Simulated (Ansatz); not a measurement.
# SnSe (Pnma, No. 62)

The numbers are results of LDA (plane waves, PAW; Ansatz, a quantum-chemistry and plane-wave program), not measurements.

Run with plane-wave cutoff 520 eV, 4×8×8 k mesh (along the axes of the cell as run), Fermi–Dirac smearing 0.01 eV, scalar-relativistic PAW data made under PBE.

Cell: relaxed at this level.

* **band gap**: 0.44 eV (on the SCF k mesh)
* **Γ–Γ gap**: 1.09 eV
* **bulk modulus B0**: 40.8 GPa

Note: the bulk modulus is −V dP/dV from two relaxed cells at ±2 % in volume.

Spin–orbit coupling is not included.
